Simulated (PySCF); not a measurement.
## He: ionisation energy

He 1s2 (1S) → He⁺ 1s1 (2S), as a difference of total energies. Computed with PySCF 2.14 in aug-cc-pV5Z, with no relativity, point nucleus. Correlated levels: valence: nothing frozen. The calculations carry no spin-orbit coupling.

Task: Order these methods by the ionisation energy they give, lowest first.
A. UHF
B. r2SCANh
C. PBE
D. PBEsol

Result: A (23.448 eV), D (24.168 eV), C (24.467 eV), B (24.605 eV).

Errors of the correlated levels include the incompleteness of this basis.

For comparison: 24.587 eV (measured; NIST Atomic Spectra Database, ionization energies).
